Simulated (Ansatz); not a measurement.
Input for Ansatz (development build ahead of 0.2.0):

```yaml
crystal:
  periodic: [false, false, false]
  atoms:
    - { symbol: O, position_ang: [0.0, 0.0, 0.0] }
    - { symbol: O, position_ang: [0.0, 0.0, 1.815] }
basis:
  gaussian: { orbitals: pcseg-2 }
magnetization:
  initial_magnetization: 2
hamiltonian:
  xc: pbe0
```

The input is written out in the form of the current development build from the run's settings.

The run gave:

```yaml
Converged: yes
Total_energy: -150.04845 hartree
Spin_squared_of_the_determinant: 2.000
Stability_test: minimum among restricted orbitals
```

Caution: stretched shape with no unrestricted run beside it, a lower state can exist.
